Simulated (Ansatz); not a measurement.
Geometry optimisation, Ansatz 0.2.0, UKS PBE-D4/def2-SVP.

Input file:

```yaml
crystal:
  periodic: [false, false, false]
  atoms:
    - { symbol: C, position_ang: [0.255599, -0.773298, 0.21996] }
    - { symbol: "N", position_ang: [0.543549, -1.022088, 1.422924] }
    - { symbol: S, position_ang: [-0.661381, 1.981653, -0.894486] }
    - { symbol: H, position_ang: [0.201347, -1.586472, -0.538714] }
    - { symbol: H, position_ang: [0.038104, 0.294301, -0.207311] }
    - { symbol: H, position_ang: [0.579502, -0.187141, 2.03411] }
    - { symbol: H, position_ang: [-0.95662, 1.293144, -2.036484] }
magnetization:
  spin_polarized: true
  initial_magnetization: 1
basis:
  gaussian: { orbitals: def2-SVP }
hamiltonian:
  xc: pbe
  dispersion: d4
relax:
  f_tol: 0.03
  max_steps: 50
```

Command:

```bash
$ ansatz run input.yaml --threads 2 --pin off --max-ram 3072MiB --backend cpu --events-out ev --progress --plain --runs-dir out
```

Task: Where does it end, and by what steps?

Result: The forces met the threshold. After 20 steps the energy has fallen by 0.021 eV; H7 moved furthest, 0.95 Å.

```json
{"step": "0", "energy less start (eV)": "0.0000", "largest force component (eV/Å)": "0.112", "accepted": "yes"}
{"step": "1", "energy less start (eV)": "0.0038", "largest force component (eV/Å)": "0.263", "accepted": "no"}
{"step": "2", "energy less start (eV)": "-0.0013", "largest force component (eV/Å)": "0.032", "accepted": "yes"}
{"step": "3", "energy less start (eV)": "-0.0017", "largest force component (eV/Å)": "0.050", "accepted": "yes"}
{"step": "4", "energy less start (eV)": "-0.0019", "largest force component (eV/Å)": "0.046", "accepted": "yes"}
{"step": "5", "energy less start (eV)": "-0.0021", "largest force component (eV/Å)": "0.081", "accepted": "yes"}
{"step": "6", "energy less start (eV)": "-0.0025", "largest force component (eV/Å)": "0.068", "accepted": "yes"}
{"step": "7", "energy less start (eV)": "-0.0027", "largest force component (eV/Å)": "0.187", "accepted": "yes"}
{"step": "8", "energy less start (eV)": "-0.0040", "largest force component (eV/Å)": "0.087", "accepted": "yes"}
{"step": "9", "energy less start (eV)": "-0.0059", "largest force component (eV/Å)": "0.137", "accepted": "yes"}
{"step": "10", "energy less start (eV)": "-0.0122", "largest force component (eV/Å)": "0.131", "accepted": "yes"}
{"step": "11", "energy less start (eV)": "0.0109", "largest force component (eV/Å)": "0.887", "accepted": "no"}
{"step": "12", "energy less start (eV)": "-0.0142", "largest force component (eV/Å)": "0.053", "accepted": "yes"}
{"step": "13", "energy less start (eV)": "-0.0157", "largest force component (eV/Å)": "0.171", "accepted": "yes"}
{"step": "14", "energy less start (eV)": "-0.0175", "largest force component (eV/Å)": "0.120", "accepted": "yes"}
{"step": "15", "energy less start (eV)": "-0.0189", "largest force component (eV/Å)": "0.094", "accepted": "yes"}
{"step": "16", "energy less start (eV)": "-0.0187", "largest force component (eV/Å)": "0.181", "accepted": "no"}
{"step": "17", "energy less start (eV)": "-0.0199", "largest force component (eV/Å)": "0.035", "accepted": "yes"}
{"step": "18", "energy less start (eV)": "-0.0204", "largest force component (eV/Å)": "0.065", "accepted": "yes"}
{"step": "19", "energy less start (eV)": "-0.0206", "largest force component (eV/Å)": "0.048", "accepted": "yes"}
{"step": "20", "energy less start (eV)": "-0.0207", "largest force component (eV/Å)": "0.019", "accepted": "yes"}
```

```xyz
7
Properties=species:S:1:pos:R:3
C 0.394 -0.868 0.134
N 0.307 -0.885 1.391
S -0.193 1.912 -1.103
H 0.615 -1.789 -0.449
H 0.260 0.102 -0.503
H 0.097 0.044 1.798
H -1.479 1.484 -1.267
```

Whether the end is a true minimum wasn't checked by a vibrational analysis.

Run time: 29 s on 2 threads of Arm Neoverse V2, with other jobs on the host, peak memory 0.15 GiB.
